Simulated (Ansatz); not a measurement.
# Molecular dynamics of AlH₆NO

The input (input.yaml):

```yaml
crystal:
  periodic: [false, false, false]
  atoms:
    - { symbol: Al, position_ang: [0.017671, 0.393066, -0.095578] }
    - { symbol: H, position_ang: [-0.164891, -0.411325, 1.500705] }
    - { symbol: "N", position_ang: [1.60796, 0.132301, -0.857582] }
    - { symbol: H, position_ang: [2.513443, 0.090334, -0.400176] }
    - { symbol: H, position_ang: [1.706916, -0.173019, -1.821519] }
    - { symbol: H, position_ang: [-1.296308, 0.306595, -0.958701] }
    - { symbol: O, position_ang: [0.028358, 1.740822, 1.22409] }
    - { symbol: H, position_ang: [0.818423, 2.253766, 1.448663] }
    - { symbol: H, position_ang: [-0.044271, 0.635459, 1.727799] }
basis:
  gaussian: { orbitals: def2-SVP }
hamiltonian:
  xc: b3lyp
  dispersion: d4
md:
  timestep: 0.5
  n_steps: 200
  ensemble: nve
  temperature: 300.0
  initial_velocities: maxwell_boltzmann
  seed: 6676
```

Run as:

```bash
$ ansatz run input.yaml --threads 1 --pin off --max-ram 2048MiB --backend cpu --events-out ev --progress --plain --runs-dir out
```

It starts at the highest image of a converged band. Of that band: The profile has 2 maxima (images 2, 4) with wells between them (image 3): this band takes more than one step, which may be the mechanism or a detour left from its start path. A vibrational analysis at the climbing image gives one clearly imaginary mode, 1208i cm⁻¹: a first-order saddle point. Another band between the same ends, with other settings, climbed to 0.481 eV only, so this may not be the lowest route.

Output, in part (step lines, the closing report, with atoms numbered from 0):

```
md step     0: t =     0.00 fs  T =   300.0 K  F+E_penalty+E_count = -10228.31074678 eV  E_kin = 0.271446 eV  conserved = -10228.03930078 eV  (24 SCF iters)
[... lines left out ...]
Total energy: -10228.55099006 eV, -375.8923157238 hartree
Atom 0 at    -0.104442     0.127749    -0.148866 Å, force    -1.075565     0.565497     0.837260 eV/Å
Atom 1 at    -0.468116    -1.253406     0.685111 Å, force     0.438098     0.611382    -0.397215 eV/Å
Atom 2 at     1.601017     0.435528    -0.716142 Å, force    -0.653486     0.223866    -0.163817 eV/Å
Atom 3 at     2.259162    -0.147723    -0.233277 Å, force     0.718893    -0.495802     0.042513 eV/Å
Atom 4 at     2.015463     0.807429    -1.566663 Å, force    -0.121083    -0.087085     0.069478 eV/Å
Atom 5 at    -1.458082     1.047412    -0.525916 Å, force     0.787693    -0.536984    -0.396999 eV/Å
Atom 6 at     0.243282     1.795938     1.275844 Å, force     0.268237     0.188618    -0.660627 eV/Å
Atom 7 at     1.227703     1.801394     1.161256 Å, force    -0.764673     0.117514    -0.146705 eV/Å
Atom 8 at    -0.088989     2.460142     0.615773 Å, force     0.401885    -0.587006     0.816111 eV/Å
Dipole moment:     0.596481     0.431287    -0.145034 e Å
```

The steps, from the saved trajectory:

```
time (fs)  T (K)  potential energy less start (eV)  conserved less start (meV/atom)
        0    300                             0.000                             0.00
        3    168                             0.121                             0.19
        6    129                             0.156                             0.15
        9    155                             0.132                             0.05
       12    140                             0.147                             0.21
       15    316                            -0.013                             0.14
       18    517                            -0.196                             0.01
       21    514                            -0.192                             0.16
       24    584                            -0.255                             0.15
       27    710                            -0.371                             0.02
       30    654                            -0.319                             0.16
       33    696                            -0.357                             0.16
       36    800                            -0.452                             0.05
       39    713                            -0.372                             0.12
       42    642                            -0.308                             0.16
       45    636                            -0.304                             0.08
       48    504                            -0.184                             0.13
       51    454                            -0.138                             0.15
       54    474                            -0.156                             0.12
       57    427                            -0.114                             0.11
       60    425                            -0.112                             0.10
       63    424                            -0.111                             0.12
       66    368                            -0.061                             0.13
       69    431                            -0.118                             0.09
       72    474                            -0.156                             0.11
       75    440                            -0.126                             0.14
       78    542                            -0.219                             0.05
       81    553                            -0.228                             0.10
       84    456                            -0.140                             0.17
       87    529                            -0.207                             0.06
       90    533                            -0.210                             0.08
       93    421                            -0.108                             0.18
       96    512                            -0.192                             0.07
       99    572                            -0.245                             0.08
```

The run went to its last step. The conserved energy stayed within 0.23 meV per atom of its start (net change 0.095 meV per atom), so the integration is sound. The kinetic energy rose, since the run started high on the potential surface and went downhill. A run of 0.1 ps of so small a system gives no equilibrium averages. The orbitals stay closed-shell, which can raise the energy where a bond breaks towards radicals; this wasn't checked here.

Between its relaxed ends the band would form H2–H9 and break Al1–H2, O7–H9. These pairs go: H2–H9 1.08 → 3.73 Å, Al1–H2 1.80 → 1.65 Å, O7–H9 1.22 → 0.99 Å. In the last frame they stand as before the step (other bonds may differ from the relaxed reactants and products). Also parted: Al1–H9 1.84 → 2.45 Å. It ends as one piece, AlH6NO. Pairs count as bonded within 1.25 times the sum of covalent radii (0.12 Å more for H–H).

Last frame:

```xyz
9
Properties=species:S:1:pos:R:3
Al -0.104 0.128 -0.149
H -0.468 -1.253 0.685
N 1.601 0.435 -0.716
H 2.259 -0.148 -0.233
H 2.015 0.807 -1.567
H -1.458 1.047 -0.526
O 0.243 1.796 1.276
H 1.228 1.801 1.161
H -0.089 2.460 0.616
```

The run took 8 min on 1 thread of Arm Neoverse V1 (shared host), peak memory 0.13 GiB.
